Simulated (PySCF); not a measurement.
Molecule: ethyl cyanide (CCC#N, C3H5N).

Molfile (atoms numbered from 1):
```
C3H5N
     RDKit          3D

  9  8  0  0  0  0  0  0  0  0999 V2000
   -0.9633    0.2969   -0.0145 C   0  0  0  0  0  0  0  0  0  0  0  0
    0.3565   -0.3922   -0.3545 C   0  0  0  0  0  0  0  0  0  0  0  0
    1.4389   -0.0292    0.5536 C   0  0  0  0  0  0  0  0  0  0  0  0
    2.2830    0.2727    1.2854 N   0  0  0  0  0  0  0  0  0  0  0  0
   -1.7436   -0.0143   -0.7233 H   0  0  0  0  0  0  0  0  0  0  0  0
   -1.2956    0.0358    1.0004 H   0  0  0  0  0  0  0  0  0  0  0  0
   -0.8641    1.3903   -0.0687 H   0  0  0  0  0  0  0  0  0  0  0  0
    0.2444   -1.4884   -0.3253 H   0  0  0  0  0  0  0  0  0  0  0  0
    0.6766   -0.1410   -1.3788 H   0  0  0  0  0  0  0  0  0  0  0  0
  1  2  1  0
  2  3  1  0
  3  4  3  0
  1  5  1  0
  1  6  1  0
  1  7  1  0
  2  8  1  0
  2  9  1  0
M  END
```

Geometry PBE0-D3(BJ)/def2-SVP throughout; GIAO in PySCF 2.14, gas phase, one conformer, non-relativistic; equivalent atoms averaged; basis pcSseg-2.

For orientation, CAM-B3LYP gives these shifts δ (against TMS, NH3 at the same level): C3 129.9, C1 13.0, C2 12.5, N4 299.7, H8/H9 2.13, H5/H6/H7 1.23 ppm.

A run gave: C3 126.6, C1 13.7, C2 13.5, N4 296.6, H8/H9 2.18, H5/H6/H7 1.22 ppm (shifts δ (against TMS, NH3 at the same level)).

Task: Which functional was used in that run?
A. KT2
B. wB97X-D
C. BLYP
D. B3LYP

Result: D. C3 tells them apart best: B3LYP gives 126.6, BLYP gives 123.3, wB97X-D gives 129.3, KT2 gives 116.3 ppm.
